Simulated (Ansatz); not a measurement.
CO⁺, doublet in cc-pVDZ: errors against UCCSDTQ

Geometry: that of the CO, triplet, kept fixed.

```xyz
2

O     0.0000    0.0000    0.0000
C     0.0000    0.0000    1.1955
```

Basis cc-pVDZ; Ansatz 0.2.0. Only valence electrons are correlated (noble-gas cores frozen), which leaves 9 electrons in 26 orbitals. Prefix R: restricted or restricted open-shell reference; prefix U: unrestricted. Active spaces: valence = (9e, 8o) chosen from the atoms' valence shells.

Full CI isn't at hand for all of this; UCCSDTQ serves as the reference, and is uncertain by about the last step of the cluster series. The frozen core follows each run's orbitals, which can shift R against U totals by a few meV.

Unrestricted rows (U) aren't spin-pure: their determinants' ⟨S²⟩ exceeds S(S+1) by up to 0.49, so they mix in states of higher spin. For open shells CISD and CISDTQ are restricted-active-space CI with the open shells as a complete middle space.

- UHF ⟨S²⟩: 1.242
- T1 diagnostic (RCCSD): 0.0426
- largest doubles amplitude (RCCSD): 0.109
- T1 diagnostic (UCCSD): 0.0814

```json
{"level": "RHF", "E − E(UCCSDTQ) (meV)": "8655", "share of correlation (%)": "0.00", "wall time": "–"}
{"level": "UHF", "E − E(UCCSDTQ) (meV)": "8119", "share of correlation (%)": "6.20", "wall time": "–"}
{"level": "RMP2", "E − E(UCCSDTQ) (meV)": "447", "share of correlation (%)": "94.84", "wall time": "–"}
{"level": "UMP2", "E − E(UCCSDTQ) (meV)": "1435", "share of correlation (%)": "83.42", "wall time": "–"}
{"level": "CISD", "E − E(UCCSDTQ) (meV)": "1040", "share of correlation (%)": "87.98", "wall time": "0.64 s"}
{"level": "RCCSD", "E − E(UCCSDTQ) (meV)": "489", "share of correlation (%)": "94.35", "wall time": "–"}
{"level": "UCCSD*", "E − E(UCCSDTQ) (meV)": "474", "share of correlation (%)": "94.52", "wall time": "–"}
{"level": "RCCSD(T)", "E − E(UCCSDTQ) (meV)": "68", "share of correlation (%)": "99.21", "wall time": "0.97 s"}
{"level": "UCCSD(T)*", "E − E(UCCSDTQ) (meV)": "147", "share of correlation (%)": "98.30", "wall time": "0.97 s"}
{"level": "BCCD(T)", "E − E(UCCSDTQ) (meV)": "71", "share of correlation (%)": "99.18", "wall time": "1 s"}
{"level": "RCCSDT", "E − E(UCCSDTQ) (meV)": "37", "share of correlation (%)": "99.58", "wall time": "–"}
{"level": "UCCSDT", "E − E(UCCSDTQ) (meV)": "38", "share of correlation (%)": "99.56", "wall time": "–"}
{"level": "CISDTQ", "E − E(UCCSDTQ) (meV)": "62", "share of correlation (%)": "99.28", "wall time": "6 s (H100)"}
{"level": "RCCSDT(Q)", "E − E(UCCSDTQ) (meV)": "3", "share of correlation (%)": "99.96", "wall time": "6 s"}
{"level": "UCCSDT(Q)", "E − E(UCCSDTQ) (meV)": "-28", "share of correlation (%)": "100.33", "wall time": "5.5 s"}
{"level": "RCCSDTQ", "E − E(UCCSDTQ) (meV)": "-1", "share of correlation (%)": "100.01", "wall time": "22 s (H100)"}
{"level": "CASSCF (valence space)", "E − E(UCCSDTQ) (meV)": "3793", "share of correlation (%)": "56.17", "wall time": "–"}
{"level": "NEVPT2 (valence space)", "E − E(UCCSDTQ) (meV)": "668", "share of correlation (%)": "92.28", "wall time": "1.6 s"}
{"level": "MRCISD (valence space)", "E − E(UCCSDTQ) (meV)": "142", "share of correlation (%)": "98.36", "wall time": "–"}
{"level": "MRCISD+Q (valence space)", "E − E(UCCSDTQ) (meV)": "11", "share of correlation (%)": "99.87", "wall time": "2.4 s"}
```

An asterisk marks runs whose energy the program itself flagged as in doubt.

The correlation energy at UCCSDTQ, counted from RHF, is -8.655 eV. That run took 23 s on 2 threads of AMD EPYC 7R13 with a shared H100 80 GB, shared host.

Times hold each run's SCF and search for its determinant on a shared host, so for small cases they say little of a method's own cost; rows without a card ran on 1 thread of AMD EPYC 7R13.

Natural occupations of CASSCF (valence space) about the gap: 1.995 1.963 1.918 1.918 1.009 0.086 0.086 0.025; effectively unpaired electrons, Σ n²(2−n)², 1.11.
